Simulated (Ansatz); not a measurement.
Start from `FC1(F)CC1` and change one atom or group to get `OC1(F)CC1`.

Ansatz, PBE0-D4/def2-TZVP geometries, multiplicity 1. Each molecule was computed in one conformer, which needn't be the lowest.

```csv
property,`FC1(F)CC1`
HOMO–LUMO gap (B3LYP/def2-TZVPP) / eV,9.40
LUMO energy (B3LYP/def2-TZVPP) / eV,1.27
HOMO energy (PBE/def2-TZVPP) / eV,-6.78
LUMO energy (ωB97M-V/def2-TZVPP) / eV,3.08
size of the dipole moment (PBE/def2-TZVPP) / D,2.05
LUMO energy (PBE/def2-TZVPP) / eV,0.68
```

Question: Give the same properties after the change, and the shifts. (Estimate.)

Answer: Computed: 
```
                                      property  `OC1(F)CC1`  shift
         HOMO–LUMO gap (B3LYP/def2-TZVPP) / eV         8.46  -0.94
           LUMO energy (B3LYP/def2-TZVPP) / eV         0.72  -0.55
             HOMO energy (PBE/def2-TZVPP) / eV        -6.46   0.32
         LUMO energy (ωB97M-V/def2-TZVPP) / eV         2.54  -0.54
size of the dipole moment (PBE/def2-TZVPP) / D         1.76  -0.29
             LUMO energy (PBE/def2-TZVPP) / eV         0.24  -0.44
```

With PBE0 the HOMO rises by 0.40 eV and the LUMO falls by 0.52 eV, so the gap narrows by about 0.92 eV. PBE moves the HOMO by 0.32 eV and ωB97M-V by 0.40 eV. Dipoles are sizes alone; their direction can turn.

B3LYP here is the variant with VWN-RPA as its local correlation; programs differ in this.
